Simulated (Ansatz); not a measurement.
Molecule: H$_{3}$O, charge 1, multiplicity 1. 
Geometry from a B3LYP-D3(BJ)/def2-TZVP (Ansatz, a first-principles code) optimisation:
SMILES: [OH3+]
```xyz
4

O      0.0646     0.0016     0.0270
H      0.0018     0.8028    -0.5358
H      0.0191    -0.8364    -0.4814
H     -0.5378     0.0209     0.8012
```
Charge +1, spin multiplicity 1.

Basis-set convergence of Hartree-Fock and CCSD correlation energies (hartree) with Ansatz. Correlated levels leave the core frozen unless marked. No spin-orbit coupling. No relativistic terms.

```json
[
 {"basis": "def2-SVP", "functions": "29", "E(HF)": "-76.24630", "E(corr, CCSD)": "-0.21390"},
 {"basis": "def2-TZVPP", "functions": "73", "E(HF)": "-76.34276", "E(corr, CCSD)": "-0.26408"},
 {"basis": "def2-QZVPP", "functions": "147", "E(HF)": "-76.34633", "E(corr, CCSD)": "-0.28166"}
]
```

Extrapolating the two largest sets (X = 3 and 4) as X^-3: E(corr) = (64·(-0.28166) - 27·(-0.26408))/37 = -0.2945 Eh, an estimate of the basis-set limit. The largest set recovers 95.6 % of it, the smallest 72.6 %.
